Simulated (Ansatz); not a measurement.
# MgBH2 (doublet): from Hartree-Fock to the top rungs at scale of all distances = 1.962, 6-31G

Aim: climb from Hartree-Fock through coupled cluster and multireference methods for MgBH2 (doublet) at one geometry and basis, and see what each rung misses.

The runs use Ansatz 0.2.0, Gaussian basis; 6-31G, core rule «outside noble gas», up to 6 orbitals frozen.

The runs, in order: UHF; CCSD(T) on ROHF; CCSD(T) on UHF; BCCD(T) on ROHF; CISD as a restricted active space (open shells left free, so some higher excitations enter); CCSDT(Q) on ROHF; CCSDT(Q) on UHF; CISDTQ; CCSDTQ on ROHF; CASSCF and MRCISD+Q, 3 electrons in 3 orbitals; CASSCF and NEVPT2, 3 electrons in 3 orbitals; CASSCF and MRCISD+Q, 7 electrons in 10 orbitals; CASSCF and NEVPT2, 7 electrons in 10 orbitals; Full CI.

7 further runs of the same task are left out: 6 that didn't finish, 1 set aside as unsound or not needed. Runs told in other sessions of the task aren't counted.

## 1. The system

The geometry derives from a PBE0/def2-TZVP stationary point (not a proven minimum). All distances are scaled together.

4 atoms, charge 0, spin multiplicity 2.

Atoms are counted from 1 here; the program's logs count them from 0.

No contacts short enough for the rule that draws bonds.

## 2. UHF

File in.yaml:

```yaml
crystal:
  periodic: [false, false, false]
  atoms:
    - {symbol: B, position_ang: [0.000000, 0.000000, 2.404157]}
    - {symbol: Mg, position_ang: [0.000000, 0.000000, -1.905488]}
    - {symbol: H, position_ang: [0.000000, 0.000000, 4.748492]}
    - {symbol: H, position_ang: [0.000000, 0.000000, -5.247161]}
basis:
  gaussian: {orbitals: 6-31G}
magnetization: {spin_polarized: true, initial_magnetization: 1}
hamiltonian: {xc: hf}
output: {orbitals: {seedname: orbitals}}
```

The run is started by

```bash
ansatz run in.yaml --threads 1 --pin off --events-out ev --progress --plain --max-ram 2393MiB
```

After this run come: CCSD(T) on ROHF; CCSD(T) on UHF; BCCD(T) on ROHF; CISD as a restricted active space (open shells left free, so some higher excitations enter); CCSDT(Q) on ROHF; CCSDT(Q) on UHF; CISDTQ; CCSDTQ on ROHF; CASSCF and MRCISD+Q, 3 electrons in 3 orbitals; CASSCF and NEVPT2, 3 electrons in 3 orbitals; CASSCF and MRCISD+Q, 7 electrons in 10 orbitals; CASSCF and NEVPT2, 7 electrons in 10 orbitals; Full CI.

Q: Predict the results of all the runs planned. Wanted: FCI from the RHF energy; RMP2 from FCI; UMP2 from FCI; RCCSD from FCI; RCCSD(T) from FCI; UCCSD(T) from FCI; RCCSDT(Q) from FCI; UCCSDT(Q) from FCI; NEVPT2 pair from FCI.

**Answer**, as computed:

| quantity | value |
| --- | --- |
| FCI from the ROHF energy | -3.6561 eV |
| RMP2 from FCI | +37.82 kcal/mol |
| UMP2 from FCI | +35.60 kcal/mol |
| RCCSD from FCI | +1.51 kcal/mol |
| RCCSD(T) from FCI | +0.27 kcal/mol |
| UCCSD(T) from FCI | +0.54 kcal/mol |
| RCCSDT(Q) from FCI | +0.01 kcal/mol |
| UCCSDT(Q) from FCI | -0.07 kcal/mol |
| NEVPT2 pair from FCI | +22.73 kcal/mol |
| NEVPT2 valence from FCI | +2.74 kcal/mol |
| MRCISD+Q valence from FCI | +0.08 kcal/mol |
| levels within 1 kcal/mol (43 meV) | RCCSD(T), UCCSD(T), BCCD(T), RCCSDT, UCCSDT, CISDTQ, RCCSDT(Q), UCCSDT(Q), RCCSDTQ, MRCISD valence, MRCISD+Q valence |
| T1 diagnostic | 0.040 |
| effectively unpaired electrons | 1.56 |

RCCSD(T) lands +0.27 kcal/mol from the yardstick (0.3 % of the correlation energy). UCCSDT(Q) falls below full CI: unrestricted runs freeze a spin-polarised core, another one than full CI's, and coupled cluster isn't variational. The occupations show static correlation (1.56 effectively unpaired electrons where one determinant has 1). Of the multireference levels listed MRCISD+Q valence comes nearest in total energy (+0.08 kcal/mol), which doesn't show that its space is the better one. Coupled cluster took another determinant than the lowest Hartree-Fock one. These misses are within one basis, not against nature; the frozen cores of restricted and unrestricted runs differ, which can shift their rows.

Levels on UHF freeze UHF's core orbitals, full CI those of ROHF, so the U rows can settle a little off it for that reason alone.

With open shells the CI space here admits some higher excitations, so it is larger than plain CISD.
